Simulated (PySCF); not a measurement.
## Computed NMR parameters against published values

Geometry (Å), atoms numbered from 1 in this order:
```xyz
9

C    -0.7926    0.5312    0.1011
C     0.0980   -0.6775   -0.1095
S     1.7155   -0.4998    0.7262
H    -1.7637    0.3591   -0.3593
H    -0.3494    1.4195   -0.3460
H    -0.9388    0.7154    1.1631
H    -0.3408   -1.5718    0.3318
H     0.2882   -0.8595   -1.1673
H     2.0972    0.5894    0.0620
```

[PySCF 2.14: geometry: GFN2-xTB; shieldings: GIAO PBE0/pcSseg-1; non-relativistic; single conformer; no solvent model; one averaged value for each set of equivalent atoms]

Reference values: measured (solution, not stated per compound (mostly CDCl3 or CCl4); Pretsch, Buehlmann, Badertscher, Structure Determination of Organic Compounds, 4th ed. (2009)).
```tsv
atoms	quantity	reference	computed	computed, scaled
C1	δ $^{13}$C	19.7	23.8	21.1
C2	δ $^{13}$C	19.1	27.0	24.2
H7/H8	δ $^{1}$H	2.44	2.47	2.44
H4/H5/H6	δ $^{1}$H	1.31	1.33	1.35
```

Computed shifts are σ(ref) − σ with the named reference compound (TMS for H and C) calculated as an isolated molecule at the same level. The measured values may be among those fitted. Scaled to experiment by linear calibration (H and C: mostly CDCl3 data, vs TMS): $^{13}$C: δ = 180.61 − 0.978σ (rms 2.1 ppm, 210 shifts, 2.3 ppm with the 2 outliers that the fit left out); $^{1}$H: δ = 30.01 − 0.943σ (rms 0.16 ppm, 131 shifts, 0.17 ppm with the 2 outliers that the fit left out). A few per cent of atoms miss by over 2 rms, more outside the fitted compound classes. Hydrogens on heteroatoms aren't scaled, only referred to computed TMS.

Q: How far are the unscaled $^{13}$C shifts from the references?

A: Mean signed difference +6.00 ppm, mean absolute 6.00 ppm over 2 comparisons; the largest is +7.9 ppm at C2 (sp3 CH2 bonded to S).

Q: How far are the unscaled $^{1}$H shifts from the references?

A: Mean signed difference +0.03 ppm, mean absolute 0.03 ppm over 2 comparisons; the largest is +0.03 ppm at H7/H8 (hydrogen on an sp3 CH2 bonded to S).
